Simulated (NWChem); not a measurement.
# CH cation, singlet

```xyz
2

C      0.0000     0.0000    -0.1416
H      0.0000     0.0000     0.9988
```
Atoms are numbered in this order, from 1.

Computed with NWChem. Low-valent species are run as closed-shell singlets; no triplet was tried in these runs. All runs use the structure optimised with PBE0-D3(BJ)/def2-TZVP. B3LYP is NWChem's, with the RPA form of VWN correlation. Static field.

Q: What does the run give for B3LYP/aug-cc-pVDZ? Quantities: isotropic polarisability (bohr³); anisotropy (bohr³).

A: 
```yaml
isotropic polarisability (bohr³): 7.8
anisotropy (bohr³): 1.0
```
